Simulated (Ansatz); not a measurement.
C4H5F, SMILES `C=C/C=C/F`, relaxed with RKS PBE-D4/def2-SVP in Ansatz from a rough embedded geometry. The force threshold is 0.03 eV/Å; the program also tests the step.

Charge 0, multiplicity 1.

Start:

```xyz
10

C    -0.865    1.556    0.314
C     0.044    0.754   -0.074
C    -0.109   -0.662    0.083
C     0.927   -1.547   -0.352
F     0.702   -2.869   -0.161
H    -1.823    1.298    0.773
H    -0.742    2.676    0.171
H     0.988    1.147   -0.561
H    -0.950   -1.050    0.564
H     1.829   -1.303   -0.757
```

Problem. How much energy does the relaxation release, and in how many steps? (Best estimate.)

Solution. The calculation gave: 67.99 kJ/mol, in 6 steps.

Problem. Which bonds change most? (Best estimate.)

Solution. The calculation gave: C4–H10 from 1.018 to 1.104 Å; C3–C4 from 1.430 to 1.350 Å; C1–C2 from 1.273 to 1.353 Å; C3–H9 from 1.044 to 1.103 Å.

Problem. Give the relaxed structure. (An estimate is asked.)

Solution. Ansatz gave: 
```xyz
10

C    -0.884    1.640    0.310
C     0.050    0.740   -0.074
C    -0.073   -0.697    0.085
C     0.882   -1.562   -0.316
F     0.758   -2.888   -0.164
H    -1.828    1.321    0.783
H    -0.735    2.720    0.163
H     0.982    1.104   -0.544
H    -0.984   -1.108    0.552
H     1.833   -1.271   -0.795
```
